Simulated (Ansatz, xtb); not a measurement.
## Isomers of C4H11PS in order of energy

5 gas-phase structures of C4H11PS, from a drawn sample of its isomers (lower ones may exist). Each was relaxed with GFN2-xTB; where two conformers were screened, the lower at r2SCAN-D4/def2-SVP//GFN2-xTB is listed:

A. `CCC[P@H](C)=S`, a singlet
B. `CC(C)[P@H](C)=S`, a singlet
C. `CCP(C)(C)=S`, a singlet
D. `CSCP(C)C`, a singlet
E. `CC(C)C[PH2]=S`, a singlet

Question: Make a reasoned guess at their ranking by r2SCAN-D4/def2-SVP//GFN2-xTB single-point energy.

Answer: Calculated order at r2SCAN-D4/def2-SVP//GFN2-xTB: C (0.0), B (8.8), A (10.3), E (19.2), D (29.8) kcal/mol.

Energies above the lowest of each column, in kcal/mol; the last columns are at r2SCAN-D4/def2-SVP geometries and were run for some of them only (a dash: not run or not comparable):

| structure | GFN2-xTB | HF/STO-3G | r2SCAN-D4/def2-SVP//GFN2-xTB | r2SCAN-D4/def2-SVP | CCSD(T)/def2-SVP + ΔMP2/def2-TZVPP |
| --- | --- | --- | --- | --- | --- |
| C | 0.4 | 38.5 | 0.0 | 0.0 | 0.0 |
| B | 0.0 | 48.6 | 8.8 | 8.4 | 9.0 |
| A | 1.5 | 47.8 | 10.3 | 10.0 | 10.4 |
| E | 0.3 | 58.3 | 19.2 | 18.2 | – |
| D | 29.1 | 0.0 | 29.8 | – | – |

CCSD(T)/def2-SVP + ΔMP2/def2-TZVPP puts C lowest of those it was run on; GFN2-xTB picks B, HF/STO-3G picks D. Flexible structures stand in one conformer each, not always the lowest. Frequencies (GFN2-xTB) were run for A, B, C alone. ΔMP2 is the change of the MP2 energy from the smaller to the larger basis.

Over these structures GFN2-xTB departs from r2SCAN-D4/def2-SVP//GFN2-xTB by 5.8 kcal/mol on average once a common shift is removed. A GFN2-xTB relaxation took about 0.11 s and the r2SCAN-D4/def2-SVP//GFN2-xTB energy about 2.2 s on a shared host (Ansatz 0.2.0, xtb 6.7.1).
